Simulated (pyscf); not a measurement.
**Four-centre exchange: H₂B–F + H₂C=CH₂ → H₂B–CH=CH₂ + HF**

Gas phase, singlet surface, charge 0. Bonds broken: B1–F2, C5–H7. Bonds formed: B1–C5, F2–H7. Optimised with ωB97X-D3(BJ)/def2-SVP in PySCF. Correlated levels are frozen-core, on RHF or UHF. ΔMP2 is the change of the MP2 total energy from the triple- to the quadruple-zeta basis.

Transition state (Å):

```xyz
10

B     -1.4196    -0.8294    -0.1325
F     -0.4180    -1.4985     0.9551
H     -1.5889    -1.6065    -1.0405
H     -2.3524    -0.3638     0.4778
C     -0.3092     0.3800    -0.6061
C     -0.3893     1.6198    -0.0884
H     -0.0346    -0.5273     0.4018
H      0.2734     0.2306    -1.5233
H      0.0832     2.4921    -0.5571
H     -0.9497     1.8052     0.8361
```

One imaginary mode, 1272i cm⁻¹; descent along it reached the two sides named, in the forms told below.

| bond | change | reactant side (Å) | saddle | product side |
|---|---|---|---|---|
| B1–F2 | breaks | 1.336 | 1.623 | 2.265 |
| C5–H7 | breaks | 1.095 | 1.384 | 2.241 |
| B1–C5 | forms | 2.7 | 1.709 | 1.573 |
| F2–H7 | forms | 2.9 | 1.182 | 0.932 |

Electronic energies relative to the separated reactants (kcal/mol):

```json
[
 {"level": "ωB97X-D3(BJ)/def2-TZVP", "barrier": "43.8", "reaction energy": "+29.6", "reverse barrier": "14.2"},
 {"level": "PBE/def2-TZVP", "barrier": "35.6", "reaction energy": "+29.2", "reverse barrier": "6.3"},
 {"level": "r²SCAN/def2-TZVP", "barrier": "38.7", "reaction energy": "+30.2", "reverse barrier": "8.5"},
 {"level": "B3LYP-D3(BJ)/def2-TZVP", "barrier": "44.5", "reaction energy": "+30.3", "reverse barrier": "14.3"},
 {"level": "PBE0-D3(BJ)/def2-TZVP", "barrier": "38.7", "reaction energy": "+28.3", "reverse barrier": "10.3"},
 {"level": "M06-2X/def2-TZVP", "barrier": "44.5", "reaction energy": "+31.0", "reverse barrier": "13.4"},
 {"level": "ωB97M-D3(BJ)/def2-TZVP", "barrier": "43.7", "reaction energy": "+30.1", "reverse barrier": "13.7"},
 {"level": "HF/def2-TZVP", "barrier": "67.8", "reaction energy": "+32.8", "reverse barrier": "35.0"},
 {"level": "MP2/def2-QZVPP", "barrier": "42.8", "reaction energy": "+27.1", "reverse barrier": "15.7"},
 {"level": "CCSD/def2-TZVPP", "barrier": "49.1", "reaction energy": "+29.0", "reverse barrier": "20.1"},
 {"level": "CCSD(T)/def2-TZVPP", "barrier": "45.3", "reaction energy": "+28.5", "reverse barrier": "16.8"},
 {"level": "CCSD(T)/def2-TZVPP + ΔMP2(QZVPP)", "barrier": "45.4", "reaction energy": "+27.9", "reverse barrier": "17.5"}
]
```

With CCSD(T)/def2-TZVPP + ΔMP2(QZVPP) energies and thermal terms (ideal gas, 1 atm, RRHO with modes under 100 cm⁻¹ raised to 100, one conformer, R ln 2 for chiral ones without a mode under 150 cm⁻¹), in kcal/mol:

| T (K) | ΔH‡ | ΔG‡ | ΔH | ΔG |
|---|---|---|---|---|
| 298 | 43.8 | 54.3 | +27.3 | +27.5 |
| 600 | 44.2 | 64.9 | +28.2 | +27.4 |
| 900 | 45.0 | 75.1 | +28.9 | +26.8 |
| 1200 | 45.9 | 85.0 | +29.3 | +26.1 |

On the reactant side the descent ends in a complex, 4.1 kcal/mol under the separated species and 47.9 kcal/mol under the saddle at ωB97X-D3(BJ)/def2-TZVP. The same reactants have a lower exit, to H₃C–CH₂–BH–F (barrier +2.2 kcal/mol at ωB97M-D3(BJ)/def2-TZVP, against +43.7 kcal/mol here). One saddle was located; it need not be the lowest between these sides. The CCSD(T) − MP2 part came from Ansatz, without density fitting, on the same reference.
